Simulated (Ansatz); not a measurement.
From input file to script: C₃H₇NO, SMILES C=C(N)CO in Ansatz 0.2.0.

```yaml
crystal:
  periodic: [false, false, false]
  atoms:
    - { symbol: C, position_ang: [-1.1448, 1.0578, 0.045] }
    - { symbol: C, position_ang: [-0.2555, 0.1659, -0.1591] }
    - { symbol: "N", position_ang: [0.2846, -0.0603, -1.414] }
    - { symbol: C, position_ang: [0.3613, -0.6416, 0.999] }
    - { symbol: O, position_ang: [1.6924, -0.8478, 0.8124] }
    - { symbol: H, position_ang: [-1.5615, 1.7315, -0.784] }
    - { symbol: H, position_ang: [-1.5874, 1.2917, 1.0203] }
    - { symbol: H, position_ang: [0.6491, -1.0158, -1.5247] }
    - { symbol: H, position_ang: [-0.2593, 0.2688, -2.133] }
    - { symbol: H, position_ang: [-0.1859, -1.6363, 1.0456] }
    - { symbol: H, position_ang: [0.1146, -0.1582, 1.9867] }
    - { symbol: H, position_ang: [1.9695, -0.211, 0.1398] }
basis:
  gaussian: { orbitals: "6-31G*" }
hamiltonian:
  xc: pbe0
```

On the command line:
```console
$ ansatz run input.yaml --threads 1 --pin off --max-ram 4096MiB --backend cpu --events-out ev --progress --plain --runs-dir out
Engine: ansatz 0.2.0, aarch64-unknown-linux-gnu
Functional definition: PBE0
  parameter a = 0.25
  parameter kappa = 0.804
  parameter beta = 0.06672455060314922
  exchange = (1 - a)*pbe_x(kappa = kappa, mu = beta*pi^2/3) + a*exact_x
  correlation = pbe_c(beta = beta)
1162 factors; their error is unknown
mean field evaluation 1: about -6745.8483 eV, gradient 5.8e1 eV
mean field evaluation 2: about -6744.6098 eV, gradient 6.4e1 eV
mean field evaluation 4: about -6752.8325 eV, gradient 2.1e0 eV
mean field evaluation 8: about -6752.8437 eV, gradient 2.5e-2 eV
mean field evaluation 16: about -6752.8086 eV, gradient 4.0e-5 eV
mean field -6752.80860666 eV, -248.1611390766 hartree, gradient 4.0e-5 eV, S^2 0.000000; 0 other end points of the search recorded, 0 dependent functions left out
reference -6752.80862371 eV, -248.1611397032 hartree; 20, 20 occupied and 69, 69 virtual orbitals, 1162 factors
Total energy: -6752.80862371 eV, -248.1611397032 hartree
```

`run_energy.py`
```python
"""Single point of C3H7NO."""

import ansatz as az

BASIS = "6-31G*"
XC = "pbe0"

GEOMETRY = """
C    -1.14480    1.05780    0.04500
C    -0.25550    0.16590   -0.15910
N     0.28460   -0.06030   -1.41400
C     0.36130   -0.64160    0.99900
O     1.69240   -0.84780    0.81240
H    -1.56150    1.73150   -0.78400
H    -1.58740    1.29170    1.02030
H     0.64910   -1.01580   -1.52470
H    -0.25930    0.26880   -2.13300
H    -0.18590   -1.63630    1.04560
H     0.11460   -0.15820    1.98670
H     1.96950   -0.21100    0.13980
"""


def main() -> None:
    geometry = az.Crystal.molecule()
    for line in GEOMETRY.strip().splitlines():
        symbol, *xyz = line.split()
        geometry = geometry.atom(symbol, [float(v) for v in xyz])

    calculation = geometry.calculation().basis(gaussian=BASIS).functional(XC)
    outcome = calculation.run()
    report = outcome.report

    print(f"E = {report['free_energy_ev']:.6f} eV = {report['free_energy_ev'] / 27.211386246:.7f} Ha")
    print("converged:", report["converged"], " doubts:", report["published_state_doubts"] or "none")

    field = report["mean_field"]
    print("<S^2> =", round(abs(field["state"]["spin_squared"]), 4), " relativity:", field["relativity"])
    print("passes:", field["passes"])
    if "symmetry" in field:
        print("occupied orbitals by irrep:", field["symmetry"]["occupied"])


if __name__ == "__main__":
    main()
```

Running `python run_energy.py` prints:
```text
E = -6752.808624 eV = -248.1611397 Ha
converged: True  doubts: none
<S^2> = 0.0  relativity: none
passes: {'evaluations': 15, 'products': 11}
occupied orbitals by irrep: [{'A': 20}, {'A': 20}]
```

What to keep in mind:
- Total energies depend on the basis set; only differences at equal settings carry meaning.
- The geometry is a force-field or estimated start, not a minimum of this method, and the basis set is short of its limit.
- Wall time of the script: 2.9 s on 1 thread of Arm Neoverse V1, on a shared host, peak memory 0.22 GiB.

(A comment or docstring line of the script was reworded after the run, the code is as it ran; lines on the test bed's own set-up are left out of the output.)
